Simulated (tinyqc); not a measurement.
Starting guesses with DIIS over 6 matrices: SCF starting guesses in the sto-6g basis, for H2O, spin multiplicity 1. Computed by the program tinyqc with PySCF. RHF with one setting changed at a time; a run stops when the energy changes by less than 1e-09 hartree and the error matrix is below 1e-5. Starts: the lowest orbitals of the core Hamiltonian, of the Wolfsberg-Helmholz matrix (K = 1.75), projected atomic densities, random orbitals, and the highest orbitals of the core Hamiltonian (a deliberately bad start).

Geometry (angstrom):
```
atom,x,y,z
O,0.0000,0.0000,0.0000
H,0.0000,0.7920,0.5080
H,0.0000,-0.7920,0.5080
```

lowest restricted solution found by these runs and by PySCF = -75.669109 hartree

Largest element of the error matrix X^T (FDS - SDF) X:
```
iteration,core,Wolfsberg-Helmholz,atomic densities,random,highest core orbitals
1,7.3e-01,4.5e-01,1.3e+00,1.3e+01,3.6e-01
2,5.3e-02,9.9e-02,1.8e-01,7.1e-01,7.5e-01
3,1.8e-02,2.9e-02,1.9e-02,9.4e-02,7.1e-01
4,3.1e-03,4.2e-03,4.4e-03,4.4e-02,7.4e-01
5,5.6e-04,2.0e-04,2.5e-04,5.2e-03,7.4e-01
6,6.3e-05,2.1e-05,1.4e-05,4.0e-04,6.7e-01
8,4.6e-09,-,-,1.3e-05,1.2e-02
10,-,-,-,-,7.9e-04
```

How each run ends:
```
run,iterations,E (hartree),state
core,8,-75.669109,lowest found
Wolfsberg-Helmholz,7,-75.669109,lowest found
atomic densities,7,-75.669109,lowest found
random,9,-75.669109,lowest found
highest core orbitals,13,-75.669109,lowest found
```

What does the comparison show, and why?

5 of 5 runs reach the lowest restricted solution found, in 7 to 13 iterations (fastest: Wolfsberg-Helmholz, atomic densities). The first errors are 7e-01, 5e-01, 1e+00, 1e+01, 4e-01; the deliberately bad start has the smallest one, so a small first error does not mark a good start.
